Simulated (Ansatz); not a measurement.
Band gap (eV) of solids drawn from the class of layered crystals, at two levels: PBE (PAW; Ansatz, an electronic-structure program), and HSE06 (PAW; Ansatz).

PBE values are at the measured cell, HSE06 values at the measured cell.

| solid | PBE | HSE06 | shift (eV) |
|---|---|---|---|
| hexagonal BN | 4.24 | 5.54 | +1.30 |
| 2H MoTe2 | 0.71 | 1.11 | +0.40 |
| litharge SnO | 0.06 | 0.42 | +0.36 |
| rhombohedral A7 As | 0.00 | 0.00 | 0.00 |
| graphite | 0.00 | 0.00 | 0.00 |
| 1T (CdI2-type) CdI2 | 2.35 | 3.31 | +0.96 |
| 1T (CdI2-type) PbI2 | 2.22 | 2.92 | +0.70 |
| tetradymite Bi2Se3 | 0.21 | 0.65 | +0.44 |
| trigonal Te | 0.16 | 0.58 | +0.42 |
| 1T (CdI2-type) TiSe2 (undistorted form, which takes a superstructure on cooling) | 0.00 | 0.00 | 0.00 |

The shifts run from 0.00 eV to +1.30 eV, with a median of +0.41 eV.

Over all 10 rows HSE06 is the larger in 7.

Ansatz's runs of these crystals have no spin polarisation.

Levels without +SOC have no spin–orbit coupling; where heavier elements are present it shifts gaps, mostly down, and can invert bands. A gap of zero means that the bands touch or overlap. Density-functional gaps are differences of (generalised) Kohn–Sham levels. Ansatz's density-functional and Hartree–Fock values are scalar-relativistic unless marked +SOC, with PAW data made under PBE.
